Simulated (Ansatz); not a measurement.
# CN (quartet): HSE06, B2PLYP over a scan of the distance N1–C2, 6-31G

Aim: run CN (quartet) with these functionals over a scan of the distance N1–C2, and hold them against the top wave-function level at the same points.

Computed with Ansatz 0.2.0, Gaussian basis. Level: 6-31G, all electrons in the functionals, frozen cores in the correlation of double hybrids and RPA.

The runs, in order: HSE06, B2PLYP, at 1.062 Å; 1.209 Å; 1.339 Å; 1.462 Å; 1.648 Å; 1.863 Å; 2.190 Å; 2.440 Å; 2.999 Å; 3.605 Å; 4.633 Å.

14 further runs of the same task are left out: 1 for a known fault of the program, 11 that didn't finish, 2 set aside as unsound or not needed.

### 1 The geometry

The geometry derives from a PBE0/def2-TZVP stationary point (not a proven minimum). One bond is set to the value named and the two fragments are kept rigid.

2 atoms, charge 0, spin multiplicity 4.

Atoms are counted from 1 here; the program's logs count them from 0.

Bond lengths: N1–C2 1.339 Å.

No dispersion term is added. HSE06 is the plane-wave form.

The geometry shown and the zero of energy belong to the point 1.339 Å. The yardstick, FCI, and other wave-function levels (R restricted, U unrestricted, valence and pair active spaces) come from earlier runs.

### 2 HSE06, 1.062 Å

in.yaml reads:

```yaml
crystal:
  periodic: [false, false, false]
  atoms:
    - {symbol: N, position_ang: [0.000000, 0.000000, 0.000000]}
    - {symbol: C, position_ang: [0.000000, 0.000000, 1.062000]}
basis:
  gaussian: {orbitals: 6-31G}
magnetization: {spin_polarized: true, initial_magnetization: 3}
hamiltonian: {xc: {name: HSE06}}
```

The run is started by

```console
$ ansatz run in.yaml --threads 1 --pin off --events-out ev --progress --plain --max-ram 2393MiB
```

Further steps of the session: HSE06, 1.209 Å; HSE06, 1.339 Å; HSE06, 1.462 Å; HSE06, 1.648 Å; HSE06, 1.863 Å; HSE06, 2.190 Å; HSE06, 2.440 Å; HSE06, 2.999 Å; HSE06, 3.605 Å; HSE06, 4.633 Å; B2PLYP, 1.062 Å; B2PLYP, 1.209 Å; B2PLYP, 1.339 Å; B2PLYP, 1.462 Å; B2PLYP, 1.648 Å; B2PLYP, 1.863 Å; B2PLYP, 2.190 Å; B2PLYP, 2.440 Å; B2PLYP, 2.999 Å; B2PLYP, 3.605 Å; B2PLYP, 4.633 Å.

Q: Predict the results of all the runs planned. Wanted: span of the FCI curve; largest miss, HSE06; largest miss, B2PLYP.

**Answer**, as computed:

| quantity | value |
| --- | --- |
| span of the FCI curve | 4.883 eV |
| largest miss, HSE06 | +0.530 eV (4.633 Å) |
| largest miss, B2PLYP | +0.433 eV (1.462 Å) |

What this shows: Of the functionals, B2PLYP keep the smallest largest miss at the points compared (at most 0.433 eV) and HSE06 strays most (0.530 eV, at 4.633 Å). HSE06, B2PLYP clearly break the spin symmetry at some points (⟨S²⟩ up to 1.00 above the pure value), so energy there is bought with a mixed spin. Functionals and the yardstick converge differently with the basis, so part of each miss in 6-31G is the basis.
